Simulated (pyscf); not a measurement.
Thermochemistry of product channels of H₃Si–O–AsH₂ (SMILES [SiH3]O[AsH2]) + H• (SMILES [H]) on the doublet surface, in kcal/mol, from ωB97M-D3(BJ)/def2-TZVP energies (ideal gas, 1 atm, RRHO with modes under 100 cm⁻¹ raised to 100, one conformer, R ln 2 for chiral ones without a mode under 150 cm⁻¹). Structures and frequencies: ωB97X-D3(BJ)/def2-SVP in PySCF.

```json
[
 {"products": "HO–AsH₂ (SMILES O[AsH2]) + SiH₃• (SMILES [SiH3])", "ΔE": "+6.6", "ΔH(298 K)": "+9.5", "ΔG(298 K)": "+6.3", "ΔG(1200 K)": "-0.5"},
 {"products": "H₃Si–O–AsH• (SMILES [SiH3]O[AsH]) + H₂ (SMILES [H][H])", "ΔE": "-33.8", "ΔH(298 K)": "-32.8", "ΔG(298 K)": "-34.4", "ΔG(1200 K)": "-38.8"},
 {"products": "AsH₂• (SMILES [AsH2]) + HO–SiH₃ (SMILES O[SiH3])", "ΔE": "-39.6", "ΔH(298 K)": "-36.5", "ΔG(298 K)": "-39.9", "ΔG(1200 K)": "-47.5"},
 {"products": "•H₂Si–O–AsH₂ (SMILES [SiH2]O[AsH2]) + H₂ (SMILES [H][H])", "ΔE": "-9.0", "ΔH(298 K)": "-8.4", "ΔG(298 K)": "-10.0", "ΔG(1200 K)": "-14.9"},
 {"products": "AsH₃ (SMILES [AsH3]) + HO–SiH₂• (SMILES O[SiH2])", "ΔE": "-20.3", "ΔH(298 K)": "-17.2", "ΔG(298 K)": "-20.8", "ΔG(1200 K)": "-29.1"}
]
```

These are energies of the channels, which say nothing of barriers. H₃Si–O–AsH₂ lies 10.7 kcal/mol over its isomer HO–SiH₂–AsH₂ (electronic energy, ωB97M-D3(BJ)/def2-TZVP). Elements up to Kr have no core potential and no relativistic terms here.
